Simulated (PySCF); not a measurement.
**Converging SiN⁺ in the basis (MP2)**

PySCF, UHF reference; triplet, unpaired electrons π ↑↑; De to Si⁺ + N without counterpoise correction. Frozen cores follow the default of each basis and core potential.

| basis | relativity | functions | Re (Å) | ωe (cm⁻¹) | De (eV) | frozen orbitals |
| --- | --- | --- | --- | --- | --- | --- |
| def2-SVP | no relativity | 32 | 1.789 | 813 | 1.79 | 6 |
| 6-311G(d,p) | no relativity | 44 | 1.779 | 816 | 1.82 | 6 |
| def2-TZVPPD | no relativity | 85 | 1.778 | 823 | 2.27 | 6 |

(1) How does each smaller set differ from the one with most functions, def2-TZVPPD?

Correlated steps freeze 6 core orbitals. Correlated levels converge slowly with the basis: in double zeta they bind strong bonds too weakly, by up to about 1 eV, and carry superposition errors of some tenths. For an ion De counts to the pair picked by the measured ionisation energies or electron affinities, which need not be the lowest pair at this level. The state was picked by a PBE0 search and need not be the measured ground state.

Answers

(1) def2-SVP: +1.1 pm, -1.2 % in ωe, -0.48 eV in De; 6-311G(d,p): +0.1 pm, -0.9 % in ωe, -0.45 eV in De. All at MP2; the set with most functions is neither the basis-set limit nor always the best.
